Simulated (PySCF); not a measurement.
# C5H7+: excited states

What do calculations give for the excited states of C5H7+ (`C[C+]1C=CC1`)?

Computed with PySCF 2.14.0 and routines of our own; the level stands in each step. Atoms count from 0.

## 1. The system as given

12 atoms, charge 1, multiplicity 1; geometry from: GFN2-xTB.

## 2. Geometry optimisation at PBE0-D3(BJ)/def2-SVP

The job: settings as JSON, then the geometry in Å.

```
{"job": {"xc": "PBE0", "basis": "def2-SVP", "d3": "d3bj", "grid": 1, "kind": "geom"}, "charge": 1, "multiplicity": 1}
C      1.613122     0.063041     0.151616
C      0.229442    -0.213097    -0.162915
C     -0.671876    -1.183044     0.304243
C     -1.540521    -0.121217     0.321253
C     -0.824607     0.719284    -0.695272
H      1.773753     1.109336     0.418065
H      2.024569    -0.601754     0.908373
H      2.172223    -0.087811    -0.782197
H     -0.616056    -2.164365     0.730262
H     -2.311273     0.164552     1.019410
H     -0.715580     1.788755    -0.519948
H     -1.131997     0.525634    -1.718918
```

Started as:

```console
$ OMP_NUM_THREADS=1 python excited_run.py task.json out
```

The driver reads the jobs from task.json and runs them one after another.

What it wrote:

```text
step   0  E = -194.02251249  max force = 0.012330
step   1  E = -194.02424521  max force = 0.003890
step   2  E = -194.02432713  max force = 0.002301
step   3  E = -194.02435307  max force = 0.000873
step   4  E = -194.02437349  max force = 0.000569
step   5  E = -194.02438758  max force = 0.000544
step   6  E = -194.02439844  max force = 0.000413
optimisation converged
```

Wall time 18 s (1 thread of Arm Neoverse V1, shared host); peak memory 0.46 GiB.

Along the way:

```
step  energy from step 0 (eV)  largest force component (eV/Å)
   0                   0.0000                          0.6340
   1                  -0.0471                          0.2000
   2                  -0.0494                          0.1183
   3                  -0.0501                          0.0449
   4                  -0.0506                          0.0293
   5                  -0.0510                          0.0280
   6                  -0.0513                          0.0212
```

Distances of close pairs at the start and the end, largest changes first:

```
  bond  before (Å)  after (Å)  change (Å)
 C3–H9       1.078      1.099      +0.021
 C0–C1       1.446      1.466      +0.021
 C2–H8       1.071      1.091      +0.020
C4–H11       1.086      1.097      +0.011
C4–H10       1.089      1.099      +0.010
 C0–H5       1.092      1.101      +0.010
 C0–H7       1.099      1.107      +0.009
 C0–H6       1.088      1.096      +0.008
```

The next job starts from the end point, and lists it.

```
                         at the end point                 value
  point group (found at 0.08 Å tolerance)                    C1
rotational constants (GHz, main isotopes)  10.316, 5.140, 3.863
```

## 3. Excited states: TDA wB97X-D/def2-SVPD

The job: settings as JSON, then the geometry in Å.

```
{"job": {"kind": "states", "xc": "wB97X-D", "basis": "def2-SVPD", "tda": true, "soc": true, "nstates": 8, "ntriplets": 5, "nquad": 4}, "charge": 1, "multiplicity": 1}
C      1.863366     0.052797     0.215866
C      0.466780    -0.215055    -0.140881
C     -0.431878    -1.199557     0.283572
C     -1.271179    -0.108722     0.323683
C     -0.564835     0.735198    -0.699347
H      1.986085     1.091689     0.559839
H      2.270646    -0.657269     0.944732
H      2.443044    -0.020109    -0.724843
H     -0.364619    -2.167275     0.782595
H     -2.000854     0.190486     1.089368
H     -0.438837     1.810080    -0.508456
H     -0.867071     0.525284    -1.733270
```

Method: TDA wB97X-D/def2-SVPD excited states, vertical, gas phase, spin-orbit mean-field couplings.

What it wrote:

```text
coarse grid: 9776 points
cycle   1  E = -194.1256841564  dE =  1.186e+00  |g| = 3.244e-01  |ddm| = 5.190e+00
cycle   2  E = -194.1477194949  dE = -2.204e-02  |g| = 2.392e-01  |ddm| = 2.246e+00
cycle   3  E = -194.1613972597  dE = -1.368e-02  |g| = 3.327e-02  |ddm| = 7.036e-01
cycle   4  E = -194.1616959333  dE = -2.987e-04  |g| = 1.551e-02  |ddm| = 2.057e-01
cycle   5  E = -194.1617576418  dE = -6.171e-05  |g| = 3.218e-03  |ddm| = 4.475e-02
cycle   6  E = -194.1617606305  dE = -2.989e-06  |g| = 8.062e-04  |ddm| = 1.103e-02
final grid: 93648 points
cycle   7  E = -194.1944795576  dE = -7.413e-05  |g| = 3.564e-03  |ddm| = 1.468e-01
cycle   8  E = -194.1944819758  dE = -2.418e-06  |g| = 2.373e-03  |ddm| = 2.982e-02
cycle   9  E = -194.1944833395  dE = -1.364e-06  |g| = 4.602e-04  |ddm| = 5.365e-03
cycle  10  E = -194.1944834006  dE = -6.107e-08  |g| = 2.641e-04  |ddm| = 2.987e-03
cycle  11  E = -194.1944834195  dE = -1.887e-08  |g| = 3.541e-05  |ddm| = 9.373e-04
cycle  12  E = -194.1944834203  dE = -7.892e-10  |g| = 1.930e-05  |ddm| = 3.756e-04
converged SCF energy = -194.1944834203

Singlet excitations
state   eV       nm        f     d(h-e)  d(exc)  Lambda  PR(NTO)  |dmu|/D   mu/D   main configurations
  1   6.2682   197.8   0.11934   0.302   2.348   0.652   1.142    1.062    0.800   H->L 0.87
  2   6.6614   186.1   0.00307   0.287   2.262   0.536   1.039    0.810    0.865   H-1->L 0.85, H-2->L 0.08
  3   7.2265   171.6   0.02043   0.563   2.395   0.589   1.576    1.859    1.755   H-2->L 0.63, H->L+1 0.22
  4   7.6900   161.2   0.14193   0.419   2.416   0.694   1.505    1.306    1.287   H->L+1 0.62, H-2->L 0.13, H-2->L+1 0.09
  5   7.8029   158.9   0.01568   0.745   2.345   0.482   1.371                     H-1->L+1 0.68, H-2->L+1 0.14
  6   8.0801   153.4   0.02074   0.409   2.269   0.519   1.336                     H-4->L 0.49, H-2->L+1 0.14, H-3->L 0.10
  7   8.2974   149.4   0.00550   0.871   2.522   0.513   1.586                     H-2->L+1 0.45, H-4->L 0.30, H-1->L+1 0.12
  8   8.8319   140.4   0.31085   1.277   2.682   0.472   1.326                     H-3->L 0.70

Triplet excitations (Tamm-Dancoff)
state   eV     d(h-e)  d(exc)  Lambda  PR(NTO)   main configurations
  1   4.6842   0.356   2.182   0.675   1.012   H->L 0.89
  2   5.2451   0.350   2.180   0.772   1.105   H->L+1 0.84
  3   6.1128   0.303   2.228   0.547   1.140   H-1->L 0.79, H-2->L 0.12
  4   6.8631   0.624   2.347   0.530   1.104   H-2->L 0.72, H-1->L 0.09
  5   7.2565   0.619   2.271   0.487   1.190   H-1->L+1 0.58, H-2->L+1 0.31
S1 - T1 = 1.5840 eV

Spin-orbit couplings |<S|Hso|T>| (cm-1)
             T1       T2       T3       T4       T5
S0        2.370    1.388    6.376   11.702   16.233
S1        3.260    6.741    6.937    4.431    1.079
S2        6.098    3.752    1.415    8.560    6.122
S3        3.941    2.730    6.984    1.140    2.779
S4        3.237    1.784    4.685    2.462    7.448
S5        2.904    5.503    3.583    3.582    1.873
S6        3.789    1.012    6.874    3.042    4.401
S7        1.911    4.312    4.425    6.644    7.116
S8        1.062    1.253    1.285    3.996    1.373
T1 sublevels (cm-1): 0.000 0.000 0.006   radiative rates (1/s): 0.33 0.144 6.95
```

It took 15 s on 1 thread of Arm Neoverse V1, shared host; peak memory 0.6 GiB.

Key values:

```
  quantity    value
S1 less T1  1.58 eV
```

## 4. Excited states: TDDFT wB97X-D/def2-SVPD

Settings changed since step 3:

```diff
@@ -1,2 +1,2 @@
-{"job": {"kind": "states", "xc": "wB97X-D", "basis": "def2-SVPD", "tda": true, "soc": true, "nstates": 8, "ntriplets": 5, "nquad": 4}, "charge": 1, "multiplicity": 1}
+{"job": {"kind": "states", "xc": "wB97X-D", "basis": "def2-SVPD", "tpa": true, "nstates": 6, "nquad": 5, "ntriplets": 0}, "charge": 1, "multiplicity": 1}
 C      1.863366     0.052797     0.215866
```

With the program's defaults for keys left out, this is: TDDFT wB97X-D/def2-SVPD excited states, vertical, gas phase, two-photon moments by quadratic response.

What it wrote:

```text
coarse grid: 9776 points
cycle   1  E = -194.1256841564  dE =  1.186e+00  |g| = 3.244e-01  |ddm| = 5.190e+00
cycle   2  E = -194.1477194949  dE = -2.204e-02  |g| = 2.392e-01  |ddm| = 2.246e+00
cycle   3  E = -194.1613972597  dE = -1.368e-02  |g| = 3.327e-02  |ddm| = 7.036e-01
cycle   4  E = -194.1616959333  dE = -2.987e-04  |g| = 1.551e-02  |ddm| = 2.057e-01
cycle   5  E = -194.1617576418  dE = -6.171e-05  |g| = 3.218e-03  |ddm| = 4.475e-02
cycle   6  E = -194.1617606305  dE = -2.989e-06  |g| = 8.062e-04  |ddm| = 1.103e-02
final grid: 93648 points
cycle   7  E = -194.1944795576  dE = -7.413e-05  |g| = 3.564e-03  |ddm| = 1.468e-01
cycle   8  E = -194.1944819758  dE = -2.418e-06  |g| = 2.373e-03  |ddm| = 2.982e-02
cycle   9  E = -194.1944833395  dE = -1.364e-06  |g| = 4.602e-04  |ddm| = 5.365e-03
cycle  10  E = -194.1944834006  dE = -6.107e-08  |g| = 2.641e-04  |ddm| = 2.987e-03
cycle  11  E = -194.1944834195  dE = -1.887e-08  |g| = 3.541e-05  |ddm| = 9.373e-04
cycle  12  E = -194.1944834203  dE = -7.892e-10  |g| = 1.930e-05  |ddm| = 3.756e-04
converged SCF energy = -194.1944834203

Singlet excitations
state   eV       nm        f     d(h-e)  d(exc)  Lambda  PR(NTO)  |dmu|/D   mu/D   delta(TPA)   sigma/GM   main configurations
  1   6.1131   202.8   0.10239   0.293   2.339   0.653   1.144    0.911    0.671        1.94      0.027   H->L 0.93
  2   6.6172   187.4   0.00109   0.301   2.264   0.536   1.047    0.856    0.874        0.26      0.004   H-1->L 0.87, H-2->L 0.09
  3   7.1541   173.3   0.04012   0.441   2.383   0.640   1.964    1.454    1.363        2.24      0.042   H-2->L 0.46, H->L+1 0.43
  4   7.4765   165.8   0.09551   0.449   2.430   0.645   1.861    1.484    1.382        7.55      0.155   H->L+1 0.49, H-2->L 0.32
  5   7.7526   159.9   0.01188   0.723   2.345   0.481   1.318    1.899    1.840        1.86      0.041   H-1->L+1 0.68, H-2->L+1 0.18
  6   8.0445   154.1   0.00811   0.384   2.261   0.509   1.401                                            H-4->L 0.50, H-2->L+1 0.17, H-3->L 0.11
```

Run time: 16 s. Hardware: 1 thread of Arm Neoverse V1, shared host; peak memory 0.57 GiB.

## 5. Outcome

| quantity | value |
| --- | --- |
| point group | C1 |
| rotational constants (main isotopes) | 10.32, 5.14, 3.86 GHz |
| S1 less T1 (step 3, TDA wB97X-D/def2-SVPD) | 1.58 eV |

What this shows: The optimisation took 6 steps and gained 0.051 eV; among the close pairs (by a distance rule), C3–H9 changed most, from 1.078 to 1.099 Å. No frequency check was run at this level, so the end point may be a saddle. In step 3, the number of triplets below S1 is 3, and the largest singlet-triplet spin-orbit coupling is S0–T5, 16.23 cm⁻¹.
